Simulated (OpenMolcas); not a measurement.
How basis sets differ on C3H4O (cyclopropanone)

The species is C3H4O (8 atoms), meant as a singlet with charge 0. SMILES: `O=C1CC1`. The coordinates come from a PBE0-D4/def2-TZVP relaxation.

Each level gives the dipole moment (D). The values are calculated.

Measured value to compare with: NIST CCCBDB gives the dipole moment of the gas as 2.67 D.

| level | kind | program | value (D) | computed − measured | CPU time |
| --- | --- | --- | --- | --- | --- |
| HF/ANO-RCC-MB (DKH2) | Hartree–Fock | OpenMolcas | 2.95 | +0.28 | 2.3 s |
| HF/STO-3G | Hartree–Fock | OpenMolcas | 1.70 | -0.97 | 1.8 s |
| HF/3-21G | Hartree–Fock | OpenMolcas | 2.99 | +0.32 | 2 s |
| HF/6-311+G** | Hartree–Fock | OpenMolcas | 3.45 | +0.78 | 16 s |

Nearest: HF/ANO-RCC-MB (DKH2) (+0.28 D); farthest: HF/STO-3G (-0.97 D). The measured dipole is a vibrational average, so differences of a few hundredths of a debye mean little. Sets without polarisation functions give poor dipoles. CPU times are rough (shared hosts, several kinds of processor): they show what a rung costs within a factor of a few.
